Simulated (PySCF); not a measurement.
PySCF job for COS, SMILES O=C=S, TDDFT-LC-ωPBE/def2-TZVPD. Coordinates come from a B3LYP-D3(BJ)/def2-TZVP optimisation.

```python
import numpy as np
from pyscf import gto, scf, dft, tdscf

mol = gto.M(
    atom='''
    O     0.00000000    0.00000000   -1.68048713
    C     0.00000000    0.00000000   -0.52503338
    S     0.00000000    0.00000000    1.03713109
    ''',
    basis='def2-TZVPD',
    charge=0,
    spin=0,
    symmetry=True,
    symmetry_subgroup='C2v',
    max_memory=1600,
    verbose=4,
)
mf = dft.RKS(mol, xc='lc_wpbe').density_fit(auxbasis='def2-universal-jkfit')
mf.grids.level = 3
mf.conv_tol = 1e-9
mf.max_cycle = 100
mf.kernel()
mf.grids = dft.Grids(mol).set(level=1).build(with_non0tab=True)  # coarser grid for the response kernel
td = tdscf.TDDFT(mf)
td.singlet = True
td.nstates = 10
td.conv_tol = 1e-4
td.positive_eig_threshold = 1e-6
td.kernel(x0=td.get_init_guess(mf, 15))
td.analyze()
tt = tdscf.TDA(mf)
tt.singlet = False
tt.nstates = 4
tt.conv_tol = 1e-4
tt.positive_eig_threshold = 1e-6
tt.kernel(x0=tt.get_init_guess(mf, 9))
tt.analyze(verbose=3)
```

It prints:

```
PySCF version 2.14.0

[INPUT] verbose = 4
[INPUT] num. atoms = 3
[INPUT] num. electrons = 30
[INPUT] charge = 0
[INPUT] spin (= nelec alpha-beta = 2S) = 0
[INPUT] symmetry True subgroup C2v
[INPUT] Mole.unit = angstrom
[INPUT] Symbol           X                Y                Z      unit          X                Y                Z       unit  Magmom
[INPUT]  1 O      0.000000000000   0.000000000000  -1.680487130000 AA    0.000000000000   0.000000000000  -3.175660431556 Bohr   0.0
[INPUT]  2 C      0.000000000000   0.000000000000  -0.525033380000 AA    0.000000000000   0.000000000000  -0.992169294455 Bohr   0.0
[INPUT]  3 S      0.000000000000   0.000000000000   1.037131090000 AA    0.000000000000   0.000000000000   1.959893715372 Bohr   0.0

nuclear repulsion = 79.4270570794388
point group symmetry = Coov, use subgroup C2v
symmetry origin: [0.00000000e+00 0.00000000e+00 7.55890438e-09]
symmetry axis x: [1. 0. 0.]
symmetry axis y: [0. 1. 0.]
symmetry axis z: [0. 0. 1.]
num. orbitals of irrep A1 = 55
num. orbitals of irrep A2 = 12
num. orbitals of irrep B1 = 28
num. orbitals of irrep B2 = 28
number of shells = 43
number of NR pGTOs = 179
number of NR cGTOs = 123
basis = def2-TZVPD
ecp = {}


******** <class 'pyscf.df.df_jk.DFSymAdaptedRKS'> ********
method = DFSymAdaptedRKS
initial guess = minao
damping factor = 0
level_shift factor = 0
DIIS = <class 'pyscf.scf.diis.CDIIS'>
diis_start_cycle = 1
diis_space = 8
diis_damp = 0
SCF conv_tol = 1e-09
SCF conv_tol_grad = None
SCF max_cycles = 100
direct_scf = False
XC library pyscf.dft.libxc version 7.1.2
    S. Lehtola, C. Steigemann, M. J. T. Oliveira, and M. A. L. Marques,  SoftwareX 7, 1–5 (2018)
XC functionals = lc_wpbe
    O. A. Vydrov and G. E. Scuseria,  J. Chem. Phys. 125, 234109 (2006)
radial grids:
    Treutler-Ahlrichs [JCP 102, 346 (1995); DOI:10.1063/1.469408] (M4) radial grids

becke partition: Becke, JCP 88, 2547 (1988); DOI:10.1063/1.454033
pruning grids: <function nwchem_prune>
grids dens level: 3
symmetrized grids: True
atomic radii adjust function: <function treutler_atomic_radii_adjust>
small_rho_cutoff = 0
Freeze 0 electrons in irreps []
    30 free electrons in irreps A1 A2 B1 B2
Set gradient conv threshold to 3.16228e-05
Initial guess from minao.
tot grids = 47080
Create RSH-DF object <pyscf.df.df.DF object> for omega=0.4
******** <class 'pyscf.df.df.DF'> ********
auxbasis = auxmol.basis = def2-universal-jkfit
init E= -511.809755650373
HOMO (B1) = -0.364844894827073  LUMO (B2) = -0.0180241257628673  gap/eV = 9.43747
cycle= 1 E= -511.283884542705  delta_E= 0.526  |g|= 0.749  |ddm|=  1.6
HOMO (B1) = -0.413281778465471  LUMO (B2) = -8.73537349832532e-06  gap/eV = 11.24573
cycle= 2 E= -511.192214962299  delta_E= 0.0917  |g|= 1.12  |ddm|= 0.809
HOMO (B2) = -0.41768467204388  LUMO (B1) = 0.0331203091209264  gap/eV = 12.26703
cycle= 3 E= -511.398864559774  delta_E= -0.207  |g|= 0.0922  |ddm|= 0.464
HOMO (B1) = -0.417157995903823  LUMO (A1) = 0.045366857210338  gap/eV = 12.58594
cycle= 4 E= -511.400498858797  delta_E= -0.00163  |g|= 0.0476  |ddm|= 0.0906
HOMO (B1) = -0.415759892905442  LUMO (B2) = 0.0455785173847492  gap/eV = 12.55366
cycle= 5 E= -511.400956731341  delta_E= -0.000458  |g|= 0.00608  |ddm|= 0.0299
HOMO (B2) = -0.415757643946884  LUMO (B1) = 0.0458451223059253  gap/eV = 12.56085
cycle= 6 E= -511.400966056201  delta_E= -9.32e-06  |g|= 0.001  |ddm|= 0.00822
HOMO (B2) = -0.415646588954957  LUMO (B2) = 0.0458445280825792  gap/eV = 12.55781
cycle= 7 E= -511.400966431329  delta_E= -3.75e-07  |g|= 0.00022  |ddm|= 0.00207
HOMO (B1) = -0.415692237697725  LUMO (B1) = 0.0458018098370108  gap/eV = 12.55789
cycle= 8 E= -511.400966448817  delta_E= -1.75e-08  |g|= 4.6e-05  |ddm|= 0.000495
HOMO (B1) = -0.415685424935019  LUMO (B1) = 0.0458087544323487  gap/eV = 12.55790
cycle= 9 E= -511.400966449573  delta_E= -7.56e-10  |g|= 9.83e-06  |ddm|= 7.8e-05
HOMO (B2) = -0.415686496295669  LUMO (B2) = 0.0458085507136836  gap/eV = 12.55792
Extra cycle  E= -511.400966449587  delta_E= -1.47e-11  |g|= 8.59e-06  |ddm|= 1.6e-05
converged SCF energy = -511.400966449587
tot grids = 16680
Overwritten attributes  positive_eig_threshold  of <class 'pyscf.tdscf.rks.TDDFT'>


******** <class 'pyscf.tdscf.rks.TDDFT'> for <class 'pyscf.df.df_jk.DFSymAdaptedRKS'> ********
nstates = 10 singlet
deg_eia_thresh = 1.000e-03
wfnsym = None
conv_tol = 0.0001
eigh lindep = 1e-12
eigh level_shift = 0
eigh max_cycle = 100


Excitation energies (eV)
[5.40383169 5.70777458 5.70778436 7.80830557 7.80830558 8.43477254
 8.47241505 8.47241506 9.32186033 9.32186427]

** Singlet excitation energies and oscillator strengths **
Excited State   1:   A2      5.40383 eV    229.44 nm  f=0.0000
      14 -> 17        0.47652
      14 -> 21       -0.14947
      15 -> 16       -0.47652
      15 -> 20        0.14947
Excited State   2:   A1      5.70777 eV    217.22 nm  f=0.0000
      14 -> 16        0.47882
      14 -> 20       -0.13984
      15 -> 17       -0.47882
      15 -> 21        0.13984
Excited State   3:   A2      5.70778 eV    217.22 nm  f=0.0000
      14 -> 17       -0.47882
      14 -> 21        0.13984
      15 -> 16       -0.47882
      15 -> 20        0.13984
Excited State   4:   B2      7.80831 eV    158.79 nm  f=0.0377
      15 -> 18        0.58914
      15 -> 19       -0.18146
      15 -> 22       -0.13706
      15 -> 25       -0.28871
Excited State   5:   B1      7.80831 eV    158.79 nm  f=0.0377
      14 -> 18        0.58914
      14 -> 19       -0.18146
      14 -> 22       -0.13706
      14 -> 25       -0.28871
Excited State   6:   A1      8.43477 eV    146.99 nm  f=0.7042
      13 -> 25       -0.14663
      14 -> 16       -0.47607
      15 -> 17       -0.47607
Excited State   7:   B2      8.47242 eV    146.34 nm  f=0.0222
      15 -> 19       -0.42847
      15 -> 22       -0.28749
      15 -> 25        0.44734
      15 -> 29        0.11920
Excited State   8:   B1      8.47242 eV    146.34 nm  f=0.0222
      14 -> 19       -0.42847
      14 -> 22       -0.28749
      14 -> 25        0.44734
      14 -> 29        0.11920
Excited State   9:   A1      9.32186 eV    133.00 nm  f=0.0000
      14 -> 16       -0.13734
      14 -> 20       -0.47372
      15 -> 17        0.13734
      15 -> 21        0.47372
Excited State  10:   A2      9.32186 eV    133.00 nm  f=0.0000
      14 -> 17       -0.13734
      14 -> 21       -0.47372
      15 -> 16       -0.13734
      15 -> 20       -0.47372

** Transition electric dipole moments (AU) **
state          X           Y           Z        Dip. S.      Osc.
  1         0.0000      0.0000     -0.0000      0.0000      0.0000
  2        -0.0000      0.0000      0.0000      0.0000      0.0000
  3         0.0000     -0.0000     -0.0000      0.0000      0.0000
  4        -0.0000      0.4438     -0.0000      0.1970      0.0377
  5         0.4438     -0.0000      0.0000      0.1970      0.0377
  6         0.0000     -0.0000     -1.8460      3.4077      0.7042
  7        -0.0000      0.3274      0.0000      0.1072      0.0222
  8         0.3274      0.0000     -0.0000      0.1072      0.0222
  9        -0.0000     -0.0000     -0.0000      0.0000      0.0000
 10         0.0000      0.0000      0.0000      0.0000      0.0000

** Transition velocity dipole moments (imaginary part, AU) **
state          X           Y           Z        Dip. S.      Osc.
  1         0.0000      0.0000      0.0000      0.0000      0.0000
  2        -0.0000      0.0000      0.0000      0.0000      0.0000
  3         0.0000      0.0000      0.0000      0.0000      0.0000
  4         0.0000      0.1261     -0.0000      0.0159      0.0369
  5         0.1261     -0.0000      0.0000      0.0159      0.0369
  6        -0.0000     -0.0000     -0.5738      0.3293      0.7082
  7         0.0000      0.1027     -0.0000      0.0105      0.0226
  8         0.1027      0.0000      0.0000      0.0105      0.0226
  9         0.0000     -0.0000     -0.0000      0.0000      0.0000
 10         0.0000     -0.0000      0.0000      0.0000      0.0000

** Transition magnetic dipole moments (imaginary part, AU) **
state          X           Y           Z
  1         0.0000      0.0000     -0.0000
  2         0.0000      0.0000      0.0000
  3        -0.0000     -0.0000     -0.0000
  4         0.5388      0.0000      0.0000
  5        -0.0000     -0.5388      0.0000
  6         0.0000      0.0000      0.0000
  7         0.6013     -0.0000      0.0000
  8         0.0000     -0.6013      0.0000
  9        -0.0000     -0.0000     -0.0000
 10         0.0000     -0.0000      0.0000
Overwritten attributes  positive_eig_threshold  of <class 'pyscf.tdscf.rks.TDA'>


******** <class 'pyscf.tdscf.rks.TDA'> for <class 'pyscf.df.df_jk.DFSymAdaptedRKS'> ********
nstates = 4 triplet
deg_eia_thresh = 1.000e-03
wfnsym = None
conv_tol = 0.0001
eigh lindep = 1e-12
eigh level_shift = 0
eigh max_cycle = 100


Excitation energies (eV)
[4.68537953 4.99107905 4.99108183 5.47166026]

** Triplet excitation energies and oscillator strengths **
Excited State   1:   A1      4.68538 eV    264.62 nm  f=0.0000
Excited State   2:   A1      4.99108 eV    248.41 nm  f=0.0000
Excited State   3:   A2      4.99108 eV    248.41 nm  f=0.0000
Excited State   4:   A2      5.47166 eV    226.59 nm  f=0.0000
```

Self-consistency was reached.
